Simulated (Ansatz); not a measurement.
## C6H8, SMILES C#CCCC=C: a ranking of conformers, step by step

Computed with the Python package of Ansatz (0.2.0).

Notebook, run cell by cell (the value of a cell's last expression is shown):

**Cell 1**
```python
import ansatz
from rdkit import Chem
from rdkit.Chem import AllChem
```

**Cell 2**
```python
rd = Chem.AddHs(Chem.MolFromSmiles("C#CCCC=C"))
ids = list(AllChem.EmbedMultipleConfs(rd, numConfs=20, randomSeed=562, pruneRmsThresh=0.4))
field = [energy for _, energy in AllChem.MMFFOptimizeMoleculeConfs(rd)]
distinct = {round(e, 2): i for i, e in zip(ids, field)}
chosen = sorted(distinct.items())[:4]
found = []
for force_field, index in chosen:
    c6h8 = ansatz.Crystal.molecule()
    for atom, xyz in zip(rd.GetAtoms(), rd.GetConformer(index).GetPositions()):
        c6h8 = c6h8.atom(atom.GetSymbol(), xyz.round(5).tolist())
    calc = (
        c6h8.calculation()
        .basis(gaussian="cc-pVDZ")
        .functional("PBE0", dispersion="d3bj")
    )
    found.append(calc.run(threads=1, backend="cpu").report["free_energy_ev"])
print("conformer   MMFF (kcal/mol)   this level (kcal/mol)")
for (force_field, index), e in zip(chosen, found):
    print(f"{index:9d} {force_field - chosen[0][0]:17.2f} {23.060548 * (e - min(found)):17.3f}")
```
Output:
```text
conformer   MMFF (kcal/mol)   this level (kcal/mol)
        5              0.00             0.000
        1              0.20             0.035
        6              0.58             0.397
        4              1.19             0.785
```

Reading the output:
- These settings explore the input space; basis and method may be short of convergence.
- The conformers keep their force-field geometries.
- Wall time of the script: 16 s on 1 thread of Arm Neoverse V2, with other jobs on the host, peak memory 0.37 GiB.

(Lines on the test bed's own set-up are left out of the output.)
